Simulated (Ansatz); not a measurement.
A made-up structure of CH$_{5}$BN (charge -1), singlet:

```
8
angstrom
B -0.9813 0.6222 -0.6426
C 0.0851 0.2456 0.2594
N 0.8257 -1.0186 0.2010
H -1.3634 -0.0989 -1.5512
H -1.5404 1.7032 -0.5114
H 0.4115 0.9142 1.0717
H -0.4895 1.5670 -0.2088
H 0.7408 -1.5233 1.0799
```

It is relaxed with PBE-D4/def2-SVPD and then PBE0-D4/def2-TZVPD (Ansatz 0.2.0). Atoms count as bonded within 1.22 times the sum of their covalent radii (H–H: 0.88 Å). The end point is not checked to be a true minimum.

Task: Does its bonding change? (A judgement: the text doesn't fix the answer.)

Result: By the calculation: No: no bond forms or breaks.

Where it ends: The first stage lowers the energy by 4.15 eV in 12 steps. It ends as CH₅BN ([BH3][CH][NH]), total charge -1:
```xyz
8
angstrom
B -0.8569 0.8580 -0.6852
C 0.0326 0.0729 0.3770
N 0.4213 -1.1537 0.3504
H -1.1974 0.1677 -1.6416
H -1.8443 1.3033 -0.0809
H 0.3519 0.6840 1.2542
H -0.2024 1.8442 -1.0560
H 0.9837 -1.3650 1.1800
```

Labels in which every atom is bracketed show which atoms are joined, not bond orders.

For scale, one of the runs: PBE0-D4/def2-TZVPD relaxation, 156 basis functions, launched by `ansatz run in.yaml --threads 2 --pin off --events-out ev --progress --plain --max-ram 4352MiB`. Hardware: 2 CPU threads of an Arm Neoverse V2, shared host. Wall time about 13 s.
